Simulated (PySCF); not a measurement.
Compound: C3H5FO.
Geometry (PBE0-D3(BJ)/def2-SVP, Å), atoms numbered from 1 in this order:
```xyz
10
C3H5FO angstrom
F     -1.0155    1.7023   -0.6514
C     -0.0129    1.0898    0.0369
C     -0.4567   -0.1817    0.7548
C      0.4674   -0.8737   -0.2520
O      0.8428    0.3896   -0.8119
H      0.5068    1.8775    0.6117
H     -0.1612   -0.2574    1.8091
H     -1.5305   -0.3813    0.6460
H      1.3341   -1.4020    0.1771
H     -0.0215   -1.5289   -0.9921
```

Method used: PBE0-D3(BJ)/def2-SVP geometry optimisation, gas phase in PySCF 2.14.0.

Masses are those of the commonest isotopes; rigid-rotor values at the optimised geometry. 

(1) What are A, B and C (MHz)?

(2) Classify the top.

(3) Is it planar, by Δ = Ic − Ia − Ib?

(4) Give the other two planar moments, Paa and Pbb, and the rms extents of the mass along the axes.

(5) Which types of transition are allowed, and where do some lines up to J = 4 fall?

(6) Estimate the classical rotational partition function at 10 K, 100 K and 200 K.

Answers

(1) Ia = 48.77, Ib = 101.88, Ic = 127.18 u·Å²; 505379 MHz·u·Å²/I gives A = 10363, B = 4960, C = 3974 MHz.

(2) An asymmetric top; Ray's κ = -0.691.

(3) Not planar: Δ = Ic − Ia − Ib = -23.47 u·Å². For a rigid frame Δ = −2 Σ m c², so Σ m c² = 11.74 u·Å² lies off the ab plane: 5.76 from hydrogen and 5.98 from heavier atoms. The atom farthest from that plane is 1.53 Å away.

(4) Paa = Σ m a² = (Ib + Ic − Ia)/2 = 90.15 and Pbb = Σ m b² = (Ia + Ic − Ib)/2 = 37.03 u·Å². With the mass M = 76.03 u, the rms extents √(P/M) along a, b and c are 1.09, 0.70, 0.39 Å.

(5) The dipole components are |μa| = 1.72 D, |μb| = 1.93 D, |μc| = 0.65 D. Intensities carry the squares of the components, which stand as 0.79 : 1.00 : 0.12 (a : b : c). Some lines, for components of 0.1 D or more:

```json
{"type": "a", "branch": "Q", "J(Ka,Kc)": "4(2,2) ← 4(2,3)", "MHz": "1734", "lower level (cm⁻¹)": "3.764"}
{"type": "c", "branch": "Q", "J(Ka,Kc)": "3(1,3) ← 3(0,3)", "MHz": "3468", "lower level (cm⁻¹)": "1.768"}
{"type": "b", "branch": "R", "J(Ka,Kc)": "2(0,2) ← 1(1,1)", "MHz": "12342", "lower level (cm⁻¹)": "0.478"}
{"type": "c", "branch": "Q", "J(Ka,Kc)": "3(2,2) ← 3(1,2)", "MHz": "14812", "lower level (cm⁻¹)": "2.081"}
{"type": "c", "branch": "R", "J(Ka,Kc)": "1(1,0) ← 0(0,0)", "MHz": "15324", "lower level (cm⁻¹)": "0.000"}
{"type": "b", "branch": "Q", "J(Ka,Kc)": "2(2,0) ← 2(1,1)", "MHz": "16332", "lower level (cm⁻¹)": "1.140"}
{"type": "a", "branch": "R", "J(Ka,Kc)": "2(1,1) ← 1(1,0)", "MHz": "18855", "lower level (cm⁻¹)": "0.511"}
{"type": "b", "branch": "R", "J(Ka,Kc)": "2(1,2) ← 1(0,1)", "MHz": "22285", "lower level (cm⁻¹)": "0.298"}
{"type": "b", "branch": "R", "J(Ka,Kc)": "4(1,3) ← 3(2,2)", "MHz": "22620", "lower level (cm⁻¹)": "2.575"}
{"type": "a", "branch": "R", "J(Ka,Kc)": "3(2,2) ← 2(2,1)", "MHz": "26802", "lower level (cm⁻¹)": "1.681"}
{"type": "c", "branch": "Q", "J(Ka,Kc)": "4(3,2) ← 4(2,2)", "MHz": "28136", "lower level (cm⁻¹)": "3.821"}
{"type": "a", "branch": "R", "J(Ka,Kc)": "4(1,3) ← 3(1,2)", "MHz": "37432", "lower level (cm⁻¹)": "2.081"}
{"type": "c", "branch": "R", "J(Ka,Kc)": "3(2,1) ← 2(1,1)", "MHz": "43615", "lower level (cm⁻¹)": "1.140"}
{"type": "c", "branch": "R", "J(Ka,Kc)": "4(4,1) ← 3(3,1)", "MHz": "77034", "lower level (cm⁻¹)": "3.561"}
```

(6) Point group C1, symmetry number σ = 1; q = (√π/σ)·√((kT/h)³/(ABC)), k/h = 20836.6 MHz/K: 373 at 10 K, 11800 at 100 K, 33400 at 200 K.

PBE0-D3(BJ)/def2-SVP frequencies: not computed here. These are rigid-rotor constants of the computed structure; measured ground-state constants (B0) also hold zero-point vibration.

Time: 23 s wall. Hardware: one thread, Arm Neoverse V1, shared host. These figures are those of the optimisation.
